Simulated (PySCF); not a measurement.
Point-charge models of CH3CH2CH2CHF2 (`CCCC(F)F`) against its computed dipole.

Coordinates (GFN2-xTB, Å) and charges (e) from the PBE0/pcSseg-1 density (PySCF):

```
atom       x       y       z  Mulliken      IAO  Hirshfeld  ESP-fitted
  C1   1.858   0.399  -0.344   -0.2596  -0.4158    -0.1140     -0.3689
  C2   0.449   0.645   0.177   -0.3109  -0.2514    -0.0651     +0.3092
  C3  -0.391  -0.630   0.127   -0.2910  -0.2910    -0.0853     -0.2653
  C4  -1.797  -0.392   0.647   +0.5287  +0.4533    +0.1497     +0.3829
  F5  -2.465   0.491  -0.137   -0.3080  -0.3100    -0.1071     -0.2341
  F6  -2.523  -1.539   0.618   -0.3077  -0.3104    -0.1145     -0.2378
  H7   2.441   1.315  -0.309   +0.1199  +0.1451    +0.0436     +0.0870
  H8   2.363  -0.353   0.259   +0.1093  +0.1371    +0.0401     +0.0878
  H9   1.829   0.050  -1.374   +0.1127  +0.1395    +0.0418     +0.0865
 H10  -0.036   1.415  -0.425   +0.1358  +0.1431    +0.0369     -0.0371
 H11   0.498   1.006   1.207   +0.1183  +0.1298    +0.0377     -0.0496
 H12   0.064  -1.414   0.735   +0.1332  +0.1480    +0.0468     +0.0785
 H13  -0.465  -0.989  -0.901   +0.1339  +0.1499    +0.0448     +0.1081
 H14  -1.827  -0.006   1.678   +0.0852  +0.1329    +0.0450     +0.0529
```

Task: Form Σ q r in debye for every column and set it beside the full dipole.

Result: The full density gives (2.17, 0.42, 0.76) D, 2.33 D in size; dipole vectors point from the negative to the positive end.

```json
{"scheme": "Mulliken", "μx": "3.26", "μy": "0.52", "μz": "1.12", "size (D)": "3.49", "share of the full size (%)": "149", "angle to the full dipole (°)": "2"}
{"scheme": "IAO", "μx": "3.12", "μy": "0.61", "μz": "1.43", "size (D)": "3.49", "share of the full size (%)": "149", "angle to the full dipole (°)": "5"}
{"scheme": "Hirshfeld", "μx": "1.30", "μy": "0.27", "μz": "0.46", "size (D)": "1.41", "share of the full size (%)": "60", "angle to the full dipole (°)": "1"}
{"scheme": "ESP-fitted", "μx": "2.20", "μy": "0.42", "μz": "0.78", "size (D)": "2.37", "share of the full size (%)": "102", "angle to the full dipole (°)": "0"}
```

Task: Which set comes closest?

Result: Length of the difference vector: ESP-fitted 0.04 D, Hirshfeld 0.93 D, Mulliken 1.15 D, IAO 1.18 D. Closest: ESP-fitted. 

Task: What is left for the Hirshfeld atoms' own dipoles?

Result: The Hirshfeld atoms' densities add up to the full density, so μ = Σ q r + Σ (atomic dipoles). The atomic dipoles sum to (2.17, 0.42, 0.76) − (1.30, 0.27, 0.46) = (0.87, 0.15, 0.30) D, 0.93 D in size.

Task: With the origin at the mean of the coordinates, (0.000, 0.000, 0.140) Å, which are the largest single terms, by size, of the Hirshfeld dipole along the direction of the full one?

Result: F6 +1.35, F5 +1.18, C4 -1.13, C1 -0.90, H7 +0.49 D; all 14 atoms together +1.41 D. The single terms depend on the origin, their sum doesn't.

Task: Give the size of the full dipole in other units.

Result: 2.33 D = 0.918 au = 0.486 e·Å = 7.79 × 10⁻³⁰ C·m.

The structure is a single GFN2-xTB conformer in the gas phase; no vibrational or solvent corrections.

These values come from a run that also computed NMR shieldings. Hardware: Arm Neoverse V1, one thread (shared host). Cost: 13 s.

Shape of the structure used: `[CH3:1][CH2:2][CH2:3][CH:4]([F:5])[F:6]`: C1–C2–C3–C4 180°, C2–C3–C4–F5 64°.
